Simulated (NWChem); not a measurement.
# Total energies of hydrogen cyanide (CHN)

```
C
N 1 1.1672
H 1 1.0871 2 180.00
```
Charge 0, spin multiplicity 1.

All runs are NWChem calculations. The geometry was optimised at PBE/def2-SVP, a minimum by its harmonic frequencies.

Basis set: 6-311G** (42 functions).

```
method     total energy (Ha)
---------  -----------------
RHF                -92.89512
MP2                -93.19990
B2PLYP             -93.36683
PBE                -93.33511
B3LYP              -93.45097
CAM-B3LYP          -93.40231
CCSD(T)            -93.22027
```

Total energies of different functionals aren't comparable as a measure of quality: only differences taken within one method are. 

The correlated methods keep 2 core orbitals frozen. B3LYP has NWChem's definition, with VWN1-RPA local correlation. The Pople sets run with spherical d functions. Coupled-cluster values serve here as a point of comparison, not as the truth.
